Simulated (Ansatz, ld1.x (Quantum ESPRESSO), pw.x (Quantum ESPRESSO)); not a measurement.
## beryllium: one change to the TM potential, in the atom and in the fcc crystal

- Element: beryllium
- Generator: ld1.x (Quantum ESPRESSO) 7.5
- Type: norm-conserving Troullier–Martins (Kleinman–Bylander form)
- Functional: LDA (PW92)
- Relativity: scalar-relativistic
- Frozen core: [He]
- Valence charge: 2
- Reference configuration: 2s2 2p0
- Partial waves: 2s (bound): rc 2.15 bohr; 2p (bound, empty): rc 4.20 bohr; 3d channel at 0.2 Ry: rc 4.10 bohr
- Local potential: all-electron potential smoothed inside 4.10 bohr (lloc = -1)
- Core correction: a·sin(br)/r model core inside 1.25 bohr

Change: wave 2p (bound): rc 4.20 bohr becomes 2p (bound): rc 5.78 bohr.

Cutoffs, loose and tight: the cutoffs (Ry, on a coarse ladder) from which the occupation-weighted sum of valence levels, in a spherical-Bessel basis at the reference potential, stays within 10 and 1 mRy of its value at 400 Ry. They do not see the model core or the augmentation charge, which bear on the density cutoff. Test errors are all-electron minus pseudo excitation energies from the reference, over the configurations 2s1 2p0; 2s1.5 2p0; 2s1 2p1; 2s0 2p1; 2s0 2p2 (two spin-polarised tests are not counted in the largest error); variants that change the core or the reference have their own tests.

Crystal test: fcc Be in pw.x 7.5, no spin, 18³ k-points, Fermi–Dirac smearing 0.01 Ry, cutoffs set for each file from its atomic test. The reference is all-electron LAPW (Ansatz 0.2.0) with the same functional, mesh and smearing; V0 and B0 come from Birch–Murnaghan fits to the pressures at five volumes. Errors are pseudo minus all-electron; Δ is the rms difference of the E(V) curves that follow from these fits, minima aligned, over ±6 % about the mean V0. Mesh and smearing are coarse, so the numbers serve the comparison and aren't converged zero-temperature values; the lattice is a test structure that the element need not adopt.

All-electron: a0 = 3.108 Å (V0 = 7.51 Å³/atom), B0 = 128.8 GPa.

**Question.** Does the change bring the crystal closer to the all-electron result?

**Answer.** The mean pressure error goes from +29.74 to -55.96 GPa, so the change moves the solid further from the all-electron pressures. Neither pressure curve crosses zero within the volumes sampled, so no fits are given.

```tsv
quantity	base	changed
outcome (atom)	generated	generated
cutoff, loose (atom)	8 Ry	8 Ry
cutoff, tight (atom)	21 Ry	21 Ry
bound ghosts (atom)	none	none
largest test error (meV) (atom)	-221	-511
cutoffs in pw.x (Ry)	50/200	50/200
mean pressure error (GPa)	+29.74	-55.96
```

Base: The largest radius (4.20 bohr) exceeds half the bond length (2.08 bohr), so the spheres overlap, which is one possible source of error among others. This is a poor potential for the solid. Changed file: The largest radius (5.78 bohr) exceeds half the bond length (2.08 bohr), so the spheres overlap, which is one possible source of error among others. This is a poor potential for the solid. The atomic cutoffs weigh occupied waves only.
